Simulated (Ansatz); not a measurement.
**How methods differ on P4 (SMILES P12P3P1P23)**

P4 has 4 atoms, charge 0, and is taken as a singlet. As SMILES, `P12P3P1P23`. Geometry: optimised at B3LYP/def2-SVP.

Quantity: the adiabatic ionisation energy (to the doublet cation, shapes relaxed at B3LYP/def2-SVP, no zero-point term), in eV. The values are calculated.

| level | kind | program | value (eV) | less CCSD(T)/def2-TZVP | CPU time (all runs) |
| --- | --- | --- | --- | --- | --- |
| HF/def2-TZVP | Hartree–Fock | Ansatz | 8.22 | -0.82 | 35 s |
| PBE/def2-TZVP | GGA | Ansatz | 8.97 | -0.07 | 9.6 s |
| r2SCAN/def2-TZVP | meta-GGA | Ansatz | 9.10 | +0.06 | 25 s |
| PBE0-D4/def2-TZVP | global hybrid | Ansatz | 9.12 | +0.08 | 18 s |
| wB97M-V/def2-TZVP | range-separated hybrid | Ansatz | 9.00 | -0.04 | 53 s |
| MP2/def2-TZVP | perturbation theory | Ansatz | 9.22 | +0.18 | 21 s |
| CCSD(T)/def2-TZVP | coupled cluster or CI | Ansatz | 9.04 | 0.00 | 70 s |

Differences are taken from CCSD(T)/def2-TZVP for orientation; it has basis-set and higher-order errors of its own. The values span 8.22 to 9.22 eV. Times are those of the runs behind each value, whatever else they computed, on shared processors of several kinds: orders of magnitude only.
